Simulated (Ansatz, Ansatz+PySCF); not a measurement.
# Stretching doublet OH

The O–H distance is varied.

Basis set: cc-pVDZ (spherical functions). Frozen core: 1 orbital. Charge 0, multiplicity 2.

Computed with Ansatz (development build ahead of 0.2.0), each point on the determinant that the search for low states chose. Each curve is measured from its own lowest point listed.

| r(O–H) (Å) | UHF (eV) |
| --- | --- |
| 0.898 | 0.105 |
| 0.976 | 0.000 |
| 1.015 | 0.071 |
| 1.055 | 0.203 |
| 1.465 | 2.288 |
| 1.953 | 2.745 |
| 2.929 | 2.778 |

Question: Give the UHF-MP2 curve at the same distances.

Answer: (r (Å), E (eV)): (0.898, 0.176), (0.976, 0.000), (1.015, 0.036), (1.055, 0.133), (1.465, 2.816), (1.953, 3.918), (2.929, 4.058)

Caution at some points: the unrestricted determinant is a mixture of spin states. Caution for UHF-MP2 at some points: bonds are stretched, where a single reference can fail; another reference gives a lower total; forces differ strongly between restricted and unrestricted references.
